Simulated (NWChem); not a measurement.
The numbers come from NWChem runs, not from measurements. System: HO, charge 0, spin multiplicity 2, at a geometry optimised with UB3LYP/def2-SVP. The structure started from a generated list of species. Its SCF solution wasn't tested for a lower state. Level: UPBE0/def2-TZVP.

The NWChem input:

```
start mol
memory heap 200 mb stack 900 mb global 1100 mb
geometry units angstroms nocenter noautoz
  O      0.000000     0.000000     0.108992
  H      0.000000     0.000000    -0.871938
  symmetry group C2v
end
basis spherical
  * library def2-tzvp
end
dft
  xc pbe0
  odft
  mult 2
  semidirect memsize 60000000 filesize 0
  iterations 100
end
task dft energy
```

NWChem printed:

```
             Northwest Computational Chemistry Package (NWChem) 7.3.0
             --------------------------------------------------------

                                NWChem Input Module
                                -------------------

 Scaling coordinates for geometry "geometry" by  1.889725989
 (inverse scale =  0.529177249)

 Turning off AUTOSYM since
 SYMMETRY directive was detected!

                             Geometry "geometry" -> ""
                             -------------------------

 Output coordinates in angstroms (scale by  1.889725989 to convert to a.u.)

  No.       Tag          Charge          X              Y              Z
 ---- ---------------- ---------- -------------- -------------- --------------
    1 O                    8.0000     0.00000000     0.00000000     0.10899200
    2 H                    1.0000     0.00000000     0.00000000    -0.87193800

 Effective nuclear repulsion energy (a.u.)       4.3157187485

            Nuclear Dipole moment (a.u.)
            ----------------------------
        X                 Y               Z
 ---------------- ---------------- ----------------
     0.0000000000     0.0000000000    -0.0000037795

      Symmetry information
      --------------------

 Group name             C2v
 Group number             16
 Group order               4
 No. of unique centers     2

      Symmetry unique atoms

     1    2


 Summary of "ao basis" -> "" (spherical)
 ------------------------------------------------------------------------------
       Tag                 Description            Shells   Functions and Types
 ---------------- ------------------------------  ------  ---------------------
 *                         def2-tzvp                  on all atoms

                                 NWChem DFT Module
                                 -----------------

 Summary of "ao basis" -> "ao basis" (spherical)
 ------------------------------------------------------------------------------
       Tag                 Description            Shells   Functions and Types
 ---------------- ------------------------------  ------  ---------------------
 O                         def2-tzvp                11       31   5s3p2d1f
 H                         def2-tzvp                 4        6   3s1p

 Summary of "ao basis" -> "ao basis" (spherical)
 ------------------------------------------------------------------------------
       Tag                 Description            Shells   Functions and Types
 ---------------- ------------------------------  ------  ---------------------
 O                         def2-tzvp                11       31   5s3p2d1f
 H                         def2-tzvp                 4        6   3s1p

      Symmetry analysis of basis
      --------------------------

        a1         18
        a2          3
        b1          8
        b2          8

            General Information
            -------------------
          SCF calculation type: DFT
          Wavefunction type:  spin polarized.
          No. of atoms     :     2
          No. of electrons :     9
           Alpha electrons :     5
            Beta electrons :     4
          Charge           :     0
          Spin multiplicity:     2
          Use of symmetry is: on ; symmetry adaption is: on
          Maximum number of iterations: 100
          AO basis - number of functions:    37
                     number of shells:    15
          Convergence on energy requested:  1.00D-06
          Convergence on density requested:  1.00D-05
[...]
     8      0.200200  1 O  pz                32      0.173709  2 H  s
    37      0.114826  2 H  pz                22     -0.075532  1 O  d  0

 Vector    8  Occ=0.000000D+00  E= 4.021573D-01  Symmetry=b2
              MO Center=  4.2D-16,  1.7D-14,  1.0D-01, r^2= 2.3D+00
   Bfn.  Coefficient  Atom+Function         Bfn.  Coefficient  Atom+Function
  ----- ------------  ---------------      ----- ------------  ---------------
    13      1.244187  1 O  py                10     -0.654250  1 O  py
     7     -0.297038  1 O  py

                     DFT Final Beta Molecular Orbital Analysis
                     -----------------------------------------

 Vector    2  Occ=1.000000D+00  E=-9.685035D-01  Symmetry=a1
              MO Center=  7.1D-16,  3.4D-16, -1.1D-01, r^2= 4.8D-01
   Bfn.  Coefficient  Atom+Function         Bfn.  Coefficient  Atom+Function
  ----- ------------  ---------------      ----- ------------  ---------------
     4      0.466470  1 O  s                  3      0.341255  1 O  s
     2     -0.234478  1 O  s                  5      0.178456  1 O  s
    32      0.112585  2 H  s                  1     -0.099341  1 O  s
    33      0.096831  2 H  s                  8     -0.085464  1 O  pz
    11     -0.074187  1 O  pz

 Vector    3  Occ=1.000000D+00  E=-4.668619D-01  Symmetry=a1
              MO Center= -6.7D-16,  8.5D-16,  5.6D-02, r^2= 7.5D-01
   Bfn.  Coefficient  Atom+Function         Bfn.  Coefficient  Atom+Function
  ----- ------------  ---------------      ----- ------------  ---------------
     8      0.393924  1 O  pz                11      0.308259  1 O  pz
    33     -0.246792  2 H  s                  5      0.225636  1 O  s
     4      0.189297  1 O  s                 14      0.160265  1 O  pz
    32     -0.160608  2 H  s                  3      0.139938  1 O  s
     2     -0.089020  1 O  s                 34     -0.072151  2 H  s

 Vector    4  Occ=1.000000D+00  E=-3.337236D-01  Symmetry=b1
              MO Center=  7.5D-17,  3.0D-16,  8.4D-02, r^2= 6.4D-01
   Bfn.  Coefficient  Atom+Function         Bfn.  Coefficient  Atom+Function
  ----- ------------  ---------------      ----- ------------  ---------------
     6      0.482907  1 O  px                 9      0.399801  1 O  px
    12      0.321512  1 O  px                35      0.027958  2 H  px

 Vector    5  Occ=0.000000D+00  E=-1.505141D-01  Symmetry=b2
              MO Center= -7.1D-16, -1.7D-15,  8.2D-02, r^2= 7.7D-01
   Bfn.  Coefficient  Atom+Function         Bfn.  Coefficient  Atom+Function
  ----- ------------  ---------------      ----- ------------  ---------------
     7      0.441045  1 O  py                13      0.409317  1 O  py
    10      0.363003  1 O  py                36      0.031656  2 H  py

 Vector    6  Occ=0.000000D+00  E= 4.326533D-02  Symmetry=a1
              MO Center= -8.9D-16,  8.0D-16, -1.2D+00, r^2= 2.5D+00
   Bfn.  Coefficient  Atom+Function         Bfn.  Coefficient  Atom+Function
  ----- ------------  ---------------      ----- ------------  ---------------
    34      1.598952  2 H  s                  5     -0.940053  1 O  s
    14      0.464751  1 O  pz                 8      0.200364  1 O  pz
     3     -0.155403  1 O  s                 11      0.123220  1 O  pz
    33      0.102785  2 H  s                  2      0.069193  1 O  s
    32      0.055803  2 H  s                 37     -0.050945  2 H  pz

 Vector    7  Occ=0.000000D+00  E= 3.892620D-01  Symmetry=a1
              MO Center= -7.2D-17, -1.1D-16, -6.4D-01, r^2= 2.0D+00
   Bfn.  Coefficient  Atom+Function         Bfn.  Coefficient  Atom+Function
  ----- ------------  ---------------      ----- ------------  ---------------
    33      2.145288  2 H  s                 34     -0.924059  2 H  s
    14      0.782431  1 O  pz                 5     -0.514755  1 O  s
    11      0.461988  1 O  pz                 4     -0.320228  1 O  s
     8      0.193604  1 O  pz                32      0.172102  2 H  s
    37      0.110121  2 H  pz                22     -0.082255  1 O  d  0

   alpha - beta orbital overlaps
   -----------------------------

   alpha      1      2      3      4      5      6      7      8      9     10
    beta      1      2      3      5      4      6      7     10      8      9
 overlap   1.000  0.998  0.999  0.991  1.000  1.000  0.998  0.991  0.998  1.000

   alpha     11     12     13     14     15     16     17     18     19     20
    beta     11     13     12     15     14     16     18     17     19     22
 overlap   0.999  0.999  1.000  0.978  1.000  0.979  0.999  1.000  0.999  0.999

   alpha     21     22     23     24     25     26     27     28     29     30
    beta     20     21     23     24     25     26     28     27     30     29
 overlap   1.000  1.000  1.000  1.000  1.000  0.999  0.995  0.998  0.995  0.998

   alpha     31     32     33     34     35     36     37
    beta     31     32     33     35     34     36     37
 overlap   0.919  1.000  0.918  1.000  1.000  0.999  1.000

     --------------------------
     Expectation value of S2:
     --------------------------
      <S2> =      0.7526 (Exact =     0.7500)

 center of mass
 --------------
 x =   0.00000000 y =   0.00000000 z =   0.09608893

 moments of inertia (a.u.)
 ------------------
           3.257780707971           0.000000000000           0.000000000000
           0.000000000000           3.257780707971           0.000000000000
           0.000000000000           0.000000000000           0.000000000000

     Multipole analysis of the density
     ---------------------------------

     L   x y z        total         alpha         beta         nuclear
     -   - - -        -----         -----         ----         -------
     0   0 0 0     -0.000000     -5.000000     -4.000000      9.000000

     1   1 0 0     -0.000000     -0.000000      0.000000      0.000000
     1   0 1 0      0.000000      0.000000     -0.000000      0.000000
     1   0 0 1     -0.697294     -0.442480     -0.254810     -0.000004

     2   2 0 0     -5.006539     -2.652144     -2.354394      0.000000
     2   1 1 0      0.000000     -0.000000      0.000000      0.000000
     2   1 0 1      0.000000     -0.000000      0.000000      0.000000
     2   0 2 0     -4.057430     -2.631582     -1.425849      0.000000
     2   0 1 1     -0.000000      0.000000     -0.000000      0.000000
     2   0 0 2     -3.407569     -3.374409     -3.087527      3.054367

 Task  times  cpu:        0.2s     wall:        0.2s

 Total times  cpu:        0.3s     wall:        0.3s
```
